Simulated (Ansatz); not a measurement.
Energy needed to pull apart AlSiH4F (SMILES F[SiH2][AlH2]), closed shell, into free ground-state atoms, from the structure below (displaced at random from a GFN2-xTB minimum); no zero-point or spin–orbit terms; open-shell atoms are treated unrestricted, in their ground-state multiplicity.

```xyz
7
angstrom
F -2.1271 -0.0827 0.1174
Si -0.7272 -0.1682 -0.6924
Al 1.1324 0.2988 0.8459
H -0.8194 -1.5663 -1.2011
H -0.9961 0.6951 -1.8600
H 1.0332 1.2008 2.0976
H 2.5136 -0.3823 0.6958
```

Program: Ansatz 0.2.0. Basis: def2-TZVPP. Cores are frozen in the correlated methods. B3LYP uses VWN-RPA correlation.

```json
{"method": "PBE-D4", "atomization energy (kJ/mol)": "1959"}
{"method": "r2SCAN-D4", "atomization energy (kJ/mol)": "?"}
{"method": "PBE0-D4", "atomization energy (kJ/mol)": "?"}
{"method": "B3LYP-D4", "atomization energy (kJ/mol)": "1981"}
{"method": "r2SCAN0-D4", "atomization energy (kJ/mol)": "1962"}
{"method": "wB97M-V", "atomization energy (kJ/mol)": "1988"}
{"method": "HF", "atomization energy (kJ/mol)": "1519"}
{"method": "MP2", "atomization energy (kJ/mol)": "1949"}
{"method": "CCSD", "atomization energy (kJ/mol)": "1928"}
{"method": "CCSD(T)", "atomization energy (kJ/mol)": "1944"}
```

What does PBE0-D4 give? (To be estimated.)

Computed: 1946 kJ/mol, which is about 1 kJ/mol more than CCSD(T)/def2-TZVPP.

What does r2SCAN-D4 give? (Judge from chemistry; the value comes from the calculation.)

The calculation gives: 1987 kJ/mol, which is about 42 kJ/mol more than CCSD(T)/def2-TZVPP.

In triple zeta the MP2 and coupled-cluster atomization energies are still short of their basis limit by a few kcal/mol a bond, whereas those of the functionals are nearly converged, so these differences are not deviations from converged CCSD(T).

The T1 diagnostic stays at or below 0.012.

For scale, one of the runs: CCSD(T)/def2-TZVPP forces, 171 basis functions (an equivalent command: `ansatz run in.yaml --threads 4`). The run took 66 s on 4 CPU threads (shared host), with 2.6 GiB of host memory at its peak.
